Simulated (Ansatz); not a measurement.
Reaction (SMILES): Cl (HCl) → HCl+ (doublet, bonded as Cl) + e-
B3LYP-D3(BJ)/def2-TZVP geometries, fixed; electronic energies without zero-point terms.
Largest species:
```xyz
2

Cl     0.0000     0.0000    -0.0712
H      0.0000     0.0000     1.2108
```

Basis-set convergence of the adiabatic ionisation energy at PBE0 with Ansatz (an electronic-structure program). Cartesian d functions, on some or all atoms, in 6-31G*, 6-31+G*, 6-311G**, 6-311+G**; all else is spherical. The program fits the integrals of some runs and decomposes those of others, by size. Open shells are unrestricted. No added dispersion term, no relativity. Functions are those of the species that has most. Reference: the value in aug-cc-pV(5+d)Z, 12.672 eV, itself unsure by roughly 0.002 eV (its mean distance from pcseg-4, aug-pcseg-3, aug-cc-pV(Q+d)Z). Deviations are taken from unrounded values.

```
basis            functions  adiabatic ionisation energy (eV)
---------------  ---------  --------------------------------
6-31G*                  21                            12.677
6-31+G*                 25                            12.697
def2-SVP                23                            12.571
def2-SVPD               35                            12.789
pcseg-1                 23                            12.719
aug-pcseg-1             36                            12.712
cc-pV(D+d)Z             28                            12.636
aug-cc-pV(D+d)Z         41                            12.714
6-311G**                33                            12.721
6-311+G**               37                            12.695
def2-TZVP               43                            12.651
def2-TZVPD              55                            12.679
pcseg-2                 48                            12.685
aug-pcseg-2             73                            12.686
cc-pV(T+d)Z             53                            12.663
aug-cc-pV(T+d)Z         78                            12.680
def2-TZVPP              56                            12.657
def2-TZVPPD             68                            12.681
cc-pV(Q+d)Z             94                            12.668
aug-cc-pV(Q+d)Z        135                            12.675
pcseg-3                 97                            12.671
aug-pcseg-3            138                            12.671
def2-QZVPP             100                            12.669
def2-QZVPPD            112                            12.673
cc-pV(5+d)Z            155                            12.669
aug-cc-pV(5+d)Z        216                            12.672
```

What the diffuse functions change, pair by pair:
- 6-31G* to 6-31+G*: 4 more functions, deviation 0.004 to 0.024 eV
- def2-SVP to def2-SVPD: 12 more functions, deviation -0.102 to 0.116 eV
- pcseg-1 to aug-pcseg-1: 13 more functions, deviation 0.047 to 0.040 eV
- cc-pV(D+d)Z to aug-cc-pV(D+d)Z: 13 more functions, deviation -0.036 to 0.042 eV
- 6-311G** to 6-311+G**: 4 more functions, deviation 0.049 to 0.022 eV
- def2-TZVP to def2-TZVPD: 12 more functions, deviation -0.021 to 0.006 eV
- pcseg-2 to aug-pcseg-2: 25 more functions, deviation 0.012 to 0.013 eV
- cc-pV(T+d)Z to aug-cc-pV(T+d)Z: 25 more functions, deviation -0.010 to 0.008 eV
- def2-TZVPP to def2-TZVPPD: 12 more functions, deviation -0.015 to 0.009 eV
- cc-pV(Q+d)Z to aug-cc-pV(Q+d)Z: 41 more functions, deviation -0.004 to 0.003 eV
- pcseg-3 to aug-pcseg-3: 41 more functions, deviation -0.001 to -0.001 eV
- def2-QZVPP to def2-QZVPPD: 12 more functions, deviation -0.004 to 0.001 eV
- cc-pV(5+d)Z to aug-cc-pV(5+d)Z: 61 more functions, deviation -0.003 to 0.000 eV

Leaving out the reference's own pair, they bring the value nearer the reference by more than 0.002 eV in 5 of 12 pairs.
